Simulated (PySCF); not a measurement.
Molecule: SMILES c1n[nH]cp1, C₂H₃N₂P.

Bonds (- single, = double, # triple, : aromatic): C1:N2 1.317 Å, N2:N3 1.324 Å, N3:C4 1.345 Å, C4:P5 1.730 Å, P5:C1 1.773 Å. C1 carries H6; N3 carries H7; C4 carries H8.

Geometry PBE0-D3(BJ)/def2-SVP throughout; GIAO in PySCF 2.14.0 with density-fitted response routines, gas phase, one conformer, non-relativistic; equivalent atoms averaged; functional PBE0.

For orientation, aug-cc-pVDZ gives these absolute shieldings σ: C1 31.2, C4 40.5, N2 -67.6, N3 49.5, P5 296.0, H7 20.82, H6 22.40, H8 22.63 ppm.

A run gave: C1 16.9, C4 22.2, N2 -118.6, N3 32.2, P5 212.5, H7 23.38, H6 24.05, H8 24.38 ppm (absolute shieldings σ).

Question: Which basis set was used in that run?
A. pcSseg-0
B. cc-pVDZ
C. cc-pVTZ
D. IGLO-III

Answer: A. H7 tells them apart best: pcSseg-0 gives 23.38, cc-pVDZ gives 21.34, cc-pVTZ gives 20.83, IGLO-III gives 20.86 ppm.
